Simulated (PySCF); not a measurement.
# ClH2LiO: the cost of one run

Programs: PySCF 2.14.0. All values are calculated, for the isolated system unless a continuum is named. Atoms count from 0, parts from 1.

### 1 Starting point

5 atoms, charge 0, multiplicity 1; geometry: GFN2-xTB. Parts: 1 = atoms 0–1, `[Li][Cl]`, charge 0; 2 = atoms 2–4, `O`, charge 0.

### 2 Geometry optimisation at PBE0-D3(BJ)/def2-TZVPD

What the job is given:

```
{"job": {"xc": "PBE0", "basis": "def2-TZVPD", "d3": "d3bj", "grid": 3, "kind": "geom", "shake": 0.01}, "charge": 0, "multiplicity": 1, "parts": [{"atoms": "0-1", "charge": 0, "multiplicity": 1}, {"atoms": "2-4", "charge": 0, "multiplicity": 1}]}
Li    -0.076836     0.320265    -0.842039
Cl    -0.242615    -0.401911     1.046672
O     -1.725829     1.282923    -0.927559
H     -2.443347     1.819405    -1.139436
H     -1.835126     0.955585    -0.020548
```

Launch:

```console
$ OMP_NUM_THREADS=1 python cluster_run.py task.json out
```

This one command runs all jobs of the session in turn.

Q: Estimate the wall time and peak memory of this first job on 1 thread of Arm Neoverse V2, shared host.

About 15 s, with a peak of 0.53 GiB.
